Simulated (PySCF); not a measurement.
**[H···H···SiH₂], singlet: reading a ladder of total energies**

Geometry: a point of a hydrogen-transfer path between rigid fragments, not a stationary point.

```xyz
5

H    -2.7296    0.0549    0.0000
H    -1.6136    0.0549    0.0000
Si    0.1044    0.0549    0.0000
H     0.7166   -0.8194    1.0900
H     0.7166   -0.8194   -1.0900
```

Basis 6-31G; PySCF 2.14.0. Only valence electrons are correlated (noble-gas cores frozen), which leaves 8 electrons in 16 orbitals. R marks a restricted (for open shells ROHF) determinant.

Full CI is exact within this basis and frozen core; it isn't the basis-set limit.

```
    level  total energy (hartree)
      RHF             -291.021346
     RMP2             -291.094924
    RCCSD             -291.132145
 RCCSD(T)             -291.134339
   RCCSDT             -291.135151
RCCSDT(Q)             -291.135229
  full CI             -291.135252
```

Problem. What is the correlation energy at full CI, and what share of it do RMP2 and RCCSD recover?

Solution. E(corr) = -291.135252 − (-291.021346) = -0.113906 hartree = -3.100 eV. RMP2: -0.073578 / -0.113906 = 64.60 %. RCCSD: -0.110799 / -0.113906 = 97.27 %.

Problem. By how many kcal/mol does RCCSD(T) miss full CI (1 hartree = 627.509 kcal/mol), and which steps make up the rest?

Solution. -291.134339 − (-291.135252) = 0.000913 hartree = 0.57 kcal/mol. Steps: RCCSDT − RCCSD(T) = -0.51, RCCSDT(Q) − RCCSDT = -0.05, full CI − RCCSDT(Q) = -0.01 kcal/mol. That is within 1 kcal/mol of the reference in this basis, which itself misses far more of the correlation at the basis-set limit.
